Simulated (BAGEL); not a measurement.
**N2H (dinitrogen monohydride): levels of theory compared**

Wanted: a comparison of 6 runs (UHF/3-21G, UHF/def2-TZVPPD, NEVPT2(11,9)/6-31G*, CASPT2(11,9)/def2-TZVPPD, NEVPT2(11,9)/def2-TZVPPD, FCI/STO-3G) of N2H (dinitrogen monohydride). 

The calculation is run with BAGEL 1.2.2.

3 further runs of the same task are left out: 3 that didn't finish.

### Step 1. The structure to begin with

N2H has 3 atoms, charge 0, and is taken as a doublet. SMILES: `[N]=N`. The N1–N2 distance was set to 2.562 Å, away from the relaxed value. At this shape a bond of the SMILES string is far longer than usual.

Bond lengths: N2–H3 1.057 Å.

### Step 2. A single-point energy at UHF/3-21G (density fitting with cc-pvqz-jkfit) (run 1)

The input, hf.json:

```json
{ "bagel": [

{
  "title": "molecule",
  "basis": "3-21g",
  "df_basis": "cc-pvqz-jkfit",
  "angstrom": true,
  "geometry": [
    { "atom": "N", "xyz": [       1.885596,      -1.073547,       0.921735 ] },
    { "atom": "N", "xyz": [      -0.268660,      -0.217710,      -0.170100 ] },
    { "atom": "H", "xyz": [      -0.441870,       0.824430,      -0.156080 ] }
  ]
},

{ "title": "uhf", "nopen": 1 },

{ "title": "print", "file": "orbitals.molden", "orbitals": true }

]}
```

Launch:

```sh
BAGEL_NUM_THREADS=1 BAGEL hf.json > hf.out
```

Log:

```text
* using 1 threads per process

  ===============================================================
  ===============================================================

  *** Geometry ***

  { "atom" : "N", "xyz" : [      3.563260,     -2.028710,      1.741827 ] },
  { "atom" : "N", "xyz" : [     -0.507694,     -0.411412,     -0.321442 ] },
  { "atom" : "H", "xyz" : [     -0.835013,      1.557947,     -0.294948 ] },

  Number of auxiliary basis functions:      263

  Since a DF basis is specified, we compute 2- and 3-index integrals:
    o Being stored without compression. Storage requirement is 0.001 GB

  Number of basis functions:       20
  Number of electrons      :       15

    * METHOD: MOLECULE                             0.04

  *** Open-shell HF ***

  === Nuclear Repulsion ===
    14.7866570508

      * DIIS with orbital gradients will be used.

  === UHF iteration (3-21g) ===
      0       -107.75660881          0.23558250           0.00
      1       -104.25944905          0.40537177           0.00
      2        -97.34305657          0.49507224           0.00
      3       -106.10017659          0.34892328           0.00
      4       -106.65473789          0.31743039           0.00
      5       -107.06262675          0.19292020           0.00
[... 21 lines of this table left out ...]
     27       -108.76346814          0.00000002           0.00
     28       -108.76346814          0.00000001           0.00
    * SCF iteration converged.

    * S^2 (UHF) is 2.7365

    * Permanent dipole moment:
           (    0.136018,    -0.682145,     0.003239) a.u.

    * METHOD: UHF                                  0.13

    * METHOD: PRINT                                0.00

  ===============================================================
```

It took 0.3 s on 1 thread of Arm Neoverse V1, shared host.

### Step 3. The energy at UHF/def2-TZVPPD (density fitting with cc-pvqz-jkfit) (run 2)

The input, input.json:

```json
{ "bagel": [

{
  "title": "molecule",
  "basis": "def2-tzvppd.json",
  "df_basis": "cc-pvqz-jkfit",
  "angstrom": true,
  "geometry": [
    { "atom": "N", "xyz": [    1.885596,   -1.073547,    0.921735 ] },
    { "atom": "N", "xyz": [   -0.268660,   -0.217710,   -0.170100 ] },
    { "atom": "H", "xyz": [   -0.441870,    0.824430,   -0.156080 ] }
  ]
},
{ "title": "uhf", "nopen": 1 },
{ "title": "print", "file": "orbitals.molden", "orbitals": true }

]}
```

The basis set def2-TZVPPD is read from a file made from the Basis Set Exchange's data (not shown).

Launch:

```sh
BAGEL_NUM_THREADS=1 BAGEL input.json > input.out
```

Log:

```text
* using 1 threads per process

  ===============================================================
  ===============================================================

  *** Geometry ***

  { "atom" : "N", "xyz" : [      3.563260,     -2.028710,      1.741827 ] },
  { "atom" : "N", "xyz" : [     -0.507694,     -0.411412,     -0.321442 ] },
  { "atom" : "H", "xyz" : [     -0.835013,      1.557947,     -0.294948 ] },

  Number of auxiliary basis functions:      263

  Since a DF basis is specified, we compute 2- and 3-index integrals:
    o Being stored without compression. Storage requirement is 0.017 GB

  Number of basis functions:       91
  Number of electrons      :       15

    * METHOD: MOLECULE                             0.07

  *** Open-shell HF ***

  === Nuclear Repulsion ===
    14.7866570508

      * DIIS with orbital gradients will be used.

  === UHF iteration (def2-tzvppd.json) ===
      0       -108.12109456          0.09720648           0.03
      1       -103.89826408          0.17033680           0.03
      2        -95.12247455          0.20299602           0.03
      3       -105.98232945          0.12419773           0.03
      4       -107.90839298          0.09885075           0.03
      5       -108.09366918          0.08670539           0.03
[... 43 lines of this table left out ...]
     49       -109.32529184          0.00000001           0.03
     50       -109.32529184          0.00000001           0.03
    * SCF iteration converged.

    * S^2 (UHF) is 2.7503

    * Permanent dipole moment:
           (    0.130492,    -0.615744,     0.007154) a.u.

    * METHOD: UHF                                  1.60

    * METHOD: PRINT                                0.02

  ===============================================================
```

It took 1.8 s on 1 thread of Arm Neoverse V1, shared host.

### Step 4. A single-point energy at NEVPT2(11,9)/6-31G(d) (density fitting with cc-pvqz-jkfit, spherical functions) (run 3)

The input, input.json:

```json
{ "bagel": [

{
  "title": "molecule",
  "basis": "6-31gs.json",
  "df_basis": "cc-pvqz-jkfit",
  "angstrom": true,
  "geometry": [
    { "atom": "N", "xyz": [    1.885596,   -1.073547,    0.921735 ] },
    { "atom": "N", "xyz": [   -0.268660,   -0.217710,   -0.170100 ] },
    { "atom": "H", "xyz": [   -0.441870,    0.824430,   -0.156080 ] }
  ]
},
{
  "title": "hf",
  "charge": 1
},
{
  "title": "casscf",
  "nstate": 1,
  "nact": 9,
  "nclosed": 2,
  "nspin": 1,
  "maxiter": 200,
  "natocc": true
},
{
  "title": "nevpt2",
  "nstate": 1,
  "nact": 9,
  "nclosed": 2,
  "nspin": 1,
  "maxiter": 200,
  "natocc": true,
  "ncore": 2
},
{
  "title": "print",
  "file": "orbitals.molden",
  "orbitals": true
}

]}
```

The basis set 6-31G* is read from a file made from the Basis Set Exchange's data (not shown).

Launch:

```sh
BAGEL_NUM_THREADS=1 BAGEL input.json > input.out
```

Log:

```text
* using 1 threads per process

  ===============================================================
  ===============================================================

  *** Geometry ***

  { "atom" : "N", "xyz" : [      3.563260,     -2.028710,      1.741827 ] },
  { "atom" : "N", "xyz" : [     -0.507694,     -0.411412,     -0.321442 ] },
  { "atom" : "H", "xyz" : [     -0.835013,      1.557947,     -0.294948 ] },

  Number of auxiliary basis functions:      263

[... 21 lines left out ...]
    * SCF iteration converged.
[... 1 line left out ...]
    * Permanent dipole moment:
[... 22 lines left out ...]
    * Second-order optimization converged. *
[... 59 lines left out ...]
     * ci vector, state   0, <S^2> = 0.7500
[... 23 lines left out ...]
    * METHOD: CASSCF                               3.59

    * freezing 2 orbitals

  === DF-NEVPT2 calculation ===

    * 3-index integral transformation done
    * assembly done

      NEVPT2 correlation energy:   -0.1544400563      0.03

          (+0)      0.0000000000
          (+0)'     0.0000000000
          (+1)      0.0000000000
          (+1)'     0.0000000000
          (+2)      0.0000000000
          (-1)      0.0000000000
          (-1)'    -0.0841900145
          (-2)     -0.0702500417

      NEVPT2 total energy:       -109.5145183079

    * METHOD: NEVPT2                              30.32

    * METHOD: PRINT                                0.00

  ===============================================================
```

It took 35 s on 1 thread of Arm Neoverse V1, shared host; peak memory 1.4 GiB.

Runs 4 to 5 aren't shown in full; the table further down has their settings and results.

### Step 5. A single-point energy at FCI/STO-3G (density fitting with cc-pvqz-jkfit) (run 6)

The input, input.json:

```json
{ "bagel": [

{
  "title": "molecule",
  "basis": "sto-3g",
  "df_basis": "cc-pvqz-jkfit",
  "angstrom": true,
  "geometry": [
    { "atom": "N", "xyz": [    1.885596,   -1.073547,    0.921735 ] },
    { "atom": "N", "xyz": [   -0.268660,   -0.217710,   -0.170100 ] },
    { "atom": "H", "xyz": [   -0.441870,    0.824430,   -0.156080 ] }
  ]
},
{
  "title": "hf",
  "charge": 1
},
{
  "title": "fci",
  "nstate": 1,
  "ncore": 2,
  "nspin": 1
}

]}
```

Launch:

```sh
BAGEL_NUM_THREADS=1 BAGEL input.json > input.out
```

Log:

```text
* using 1 threads per process

  ===============================================================
  ===============================================================

  *** Geometry ***

  { "atom" : "N", "xyz" : [      3.563260,     -2.028710,      1.741827 ] },
  { "atom" : "N", "xyz" : [     -0.507694,     -0.411412,     -0.321442 ] },
  { "atom" : "H", "xyz" : [     -0.835013,      1.557947,     -0.294948 ] },

  Number of auxiliary basis functions:      263

[... 21 lines left out ...]
    * SCF iteration converged.
[... 1 line left out ...]
    * Permanent dipole moment:
[... 51 lines left out ...]
     * ci vector, state   0, <S^2> = 0.7500
[... 25 lines left out ...]
    * METHOD: FCI                                  0.21

  ===============================================================
```

Run time: 0.45 s. Hardware: 1 thread of Arm Neoverse V1, shared host.

### Step 6. All runs side by side

| run | level | iteration cap | active rule | energy (Eh) | wall time |
| --- | --- | --- | --- | --- | --- |
| 1 | UHF/3-21G (density fitting with cc-pvqz-jkfit) | – | – | -108.763468 | 0.3 s |
| 2 | UHF/def2-TZVPPD (density fitting with cc-pvqz-jkfit) | – | – | -109.325292 | 1.8 s |
| 3 | NEVPT2(11,9)/6-31G* (density fitting with cc-pvqz-jkfit, spherical functions) | 200 | valence | -109.514518 | 35 s |
| 4 | CASPT2(11,9)/def2-TZVPPD (density fitting with cc-pvqz-jkfit) | 200 | valence | -109.647922 | 15 s |
| 5 | NEVPT2(11,9)/def2-TZVPPD (density fitting with cc-pvqz-jkfit) | 200 | valence | -109.616440 | 42 s |
| 6 | FCI/STO-3G (density fitting with cc-pvqz-jkfit) | – | – | -108.006978 | 0.45 s |

### Step 7. Results

| quantity | value |
| --- | --- |
| run 6: total energy | -108.00698 Eh |

**Reading.** Below the UHF energy at the same shape and in the same basis (def2-TZVPPD): CASPT2(11,9) -322.6 mEh; NEVPT2(11,9) -291.1 mEh. In run 6 the basis is minimal, so the values are rough. Spin contamination of the reference: run 2 ⟨S²⟩ = 2.75, run 1 ⟨S²⟩ = 2.74. Where it is this large, the reference is a mixture of spin states, and values that rest on it are in doubt. All runs together took 94 s, the longest 42 s.
